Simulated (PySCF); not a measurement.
Frontier orbitals and the lowest excitations

C5H11F.
Cartesian coordinates in Å at the GFN2-xTB level; atoms count from 1:
```xyz
17
C5H11F angstrom
C     -0.964    1.314   -0.065
C     -0.612   -0.051    0.522
C     -1.189   -1.179   -0.329
C      0.902   -0.223    0.715
C      1.758    0.018   -0.518
F      1.313    0.660    1.705
H     -2.040    1.470   -0.021
H     -0.655    1.382   -1.105
H     -0.479    2.105    0.502
H     -1.051   -0.113    1.525
H     -2.274   -1.109   -0.346
H     -0.830   -1.115   -1.353
H     -0.914   -2.151    0.076
H      1.104   -1.224    1.124
H      1.465   -0.659   -1.314
H      2.803   -0.158   -0.274
H      1.654    1.045   -0.855
```

Method used: TDDFT CAM-B3LYP/def2-SVPD, vertical, gas phase, core orbitals frozen in the response (PySCF 2.14.0, density-fitted response routines).

Frontier orbitals with the atoms that hold most of them (Löwdin shares over 4%, at most four atoms; ? is withheld):

```csv
orbital,ε (eV),atoms
LUMO+2,2.12,"C1 14%, H7 12%, C5 10%, H14 9%"
LUMO+1,1.98,"C5 12%, H17 12%, H13 10%, H10 8%"
LUMO,1.31,"C3 16%, C5 12%, C1 9%, H13 6%"
HOMO,-10.31,?
HOMO-1,-10.51,?
HOMO-2,-11.07,"C2 23%, C3 22%, C1 19%, H9 10%"
HOMO-3,-11.41,"F6 24%, C3 15%, C2 12%, C1 12%"
```

Which atoms hold the HOMO-1, and with what shares?

C4 (bonded to 2 C, F and H) 16%; F6 (bonded to C) 15%; C2 (bonded to 3 C and H) 14%; C5 (bonded to C and 3 H) 13%. By element: carbon 44% or more, fluorine 15%.

Which atoms hold the HOMO, and with what shares?

C4 (bonded to 2 C, F and H) 22%; C2 (bonded to 3 C and H) 21%; F6 (bonded to C) 20%; C5 (bonded to C and 3 H) 6%. By element: carbon 49% or more, fluorine 20%.

The HOMO–LUMO gap is 11.62 eV. Where does the response calculation put the lowest singlet, and from which orbitals?

S1 is at 8.75 eV (f = 0.014), 2.87 eV below the gap, made of HOMO→LUMO (87%). Without the coupling terms of the response equations the lowest excitation would equal the gap.

Give energy, strength and leading configuration of S1, S2 and S7, and follow the Löwdin shares of the leading atoms from the occupied to the empty orbital.

- S1 (8.75 eV, f 0.014), HOMO→LUMO (87%): C4 22% → at most 7%, C2 21% → at most 7%, C3 at most 6% → 16%, C5 6% → 12%
- S2 (8.93 eV, f 0.026), HOMO-1→LUMO (84%): C4 16% → at most 7%, F6 15% → at most 7%, C3 at most 14% → 16%, C5 13% → 12%
- S7 (9.59 eV, f 0.0063), HOMO-1→LUMO+1 (73%): C4 16% → at most 9%, F6 15% → at most 9%, C5 13% → 12%, H17 at most 14% → 12%

Löwdin shares depend on the basis, the more so with diffuse functions.

One conformer stands for the species.
